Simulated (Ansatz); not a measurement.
**Active spaces for C2H4, singlet**

Computed with Ansatz's Gaussian-basis code (development build). Basis cc-pVDZ, nonrelativistic, 2 orbitals frozen in the corrections. State-specific CASSCF; RHF is the lowest restricted (open-shell) Hartree–Fock solution met. No symmetry is imposed, so a solution can break that of the shape. No proof that the lowest CASSCF solution was found.

Geometry:

```xyz
6

C     0.0000    0.0000   -0.7185
C     0.0000    0.0000    0.7185
H     0.0000   -1.0056   -1.3395
H     0.0000    1.0056   -1.3395
H     0.0000   -1.0056    1.3395
H     0.0000    1.0056    1.3395
```

(1) What do CASSCF and its corrections give against RHF in CAS(2,2), and what are the occupations?

## Answers

(1) CASSCF -0.914 eV, SC-NEVPT2 -7.952 eV; occupations 1.88, 0.12.
